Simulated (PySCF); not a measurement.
C4H8S2 (charge -1 and doublet state).
SMILES with atom numbers: `[CH3:1][CH2:2][S:3][C:4]([CH3:5])[S-:6]` (hydrogens: H7, H8, H9 on C1; H10, H11 on C2; H12, H13, H14 on C5)

Geometry (GFN2-xTB, Å), atoms numbered from 1 in this order:
```xyz
14
C4H8S2 angstrom
C     -1.989    0.388    0.845
C     -1.438   -0.273   -0.400
S     -0.050    0.749   -1.130
C      1.254    0.370   -0.026
C      2.361   -0.456   -0.604
S      1.469    1.178    1.445
H     -2.719   -0.255    1.344
H     -2.463    1.334    0.591
H     -1.168    0.592    1.531
H     -1.016   -1.254   -0.176
H     -2.189   -0.365   -1.188
H      2.994    0.123   -1.290
H      2.995   -0.830    0.201
H      1.957   -1.303   -1.167
```

The hyperfine couplings belong to this conformer and change with its torsions.

The calculation used UKS B3LYP, pcH-1 on C H S, non-relativistic, mean-field spin-orbit, GIAO in PySCF 2.14.0. Whether the extra electron is bound in the gas phase wasn't checked; a finite basis holds it in any case. The geometry wasn't refined by DFT: couplings that depend on bond lengths, twists or pyramidal angles can differ widely from those at the functional's own minimum, by a factor of two or more for some ions and for spin on atoms past the first row. Stability of the SCF solution: not tested.

(1) What is the g tensor, term by term?

(2) At 9.416 GHz, how far is the centre of the isotropic spectrum from where a free electron (g = 2.002319) resonates?

(3) What are the electron Larmor frequencies g μB B/h along the three axes at 3350 mT?

(4) What effective moment and Curie constant follow for a powder?

(5) In a frozen sample, at which fields do the three g values resonate at 9.5, 34, 94 and 263 GHz (hyperfine left aside), and which band first spreads them over more than twice a line width of 0.3 mT?

## Answers

(1) 
| Δg (ppt) | 1 | 2 | 3 |
| --- | --- | --- | --- |
| relativistic mass correction | -0.18 | -0.18 | -0.18 |
| gauge correction | -0.01 | 0.05 | 0.07 |
| orbital Zeeman/spin–orbit | -0.58 | 6.53 | 12.97 |
| total | -0.76 | 6.40 | 12.86 |

So g = 2.00156, 2.00872, 2.01518 and g_iso = 2.00849; the tensor is rhombic: the two nearest values differ by 47 % of g3 − g1. Axes: g3 points within 6° of the C4–S6 bond.

(2) B = hν/(g μB) with μB/h = 13.99624 MHz/mT gives 335.99 mT for the free electron and 334.95 mT at g_iso, 1.03 mT lower.

(3) 93.8481, 94.1837, 94.4866 GHz for g1, g2 and g3, a range of 638.4 MHz.

(4) With the mean of g² = 4.0341 and S(S+1) = 0.75: μ_eff = √(⟨g²⟩S(S+1)) = 1.739 μB and χT = 0.12505·⟨g²⟩·S(S+1) = 0.378 cm³ K/mol (cgs; spin-Hamiltonian part alone).

(5) 
```
band    GHz  B(g3) mT  B(g2) mT  B(g1) mT  spread mT
   X    9.5    336.82    337.90    339.11       2.29
   Q   34.0   1205.46   1209.34   1213.66       8.20
   W   94.0   3332.75   3343.47   3355.42      22.67
   J  263.0   9324.61   9354.59   9388.04      63.43
```

The spread grows in proportion to the frequency. X band is the first where it exceeds 0.6 mT.

The Mulliken spin populations are largest on C4 (+0.55) and S6 (+0.37). The angles at C4 add up to 358.3°, so it is nearly planar.

The HOMO–LUMO gaps are 3.76 eV among the α and 3.80 eV among the β orbitals.
